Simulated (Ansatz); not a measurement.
Energy landscape of H3Si, doublet: umbrella (inversion) coordinate, bond length relaxed. Scanned: angle between the Si-H bonds and the threefold axis (90 = planar). Other coordinates (Si-H bond length) were minimised at PBE0/def2-TZVP.

The free coordinates were minimised at PBE0/def2-TZVP in PySCF; the energy column is Ansatz (an electronic-structure program) with full CI/cc-pVDZ, frozen core, in eV.

```tsv
a / °	Si-H bond length / Å	E
93	1.472	0.224
95.56	1.474	0.186
99.07	1.477	0.115
101.71	1.480	0.062
104.35	1.483	0.021
107.63	1.486	0.000
110.37	1.489	0.015
114.73	1.493	0.116
116.29	1.494	0.177
119.32	1.498	0.336
122.39	1.501	0.554
126.30	1.506	0.920
129.75	1.512	1.328
132	1.515	1.637
```

The scan ran from 90.0 to 132.0; beyond the range shown the relaxed coordinates jump or full CI changes its symmetry label.
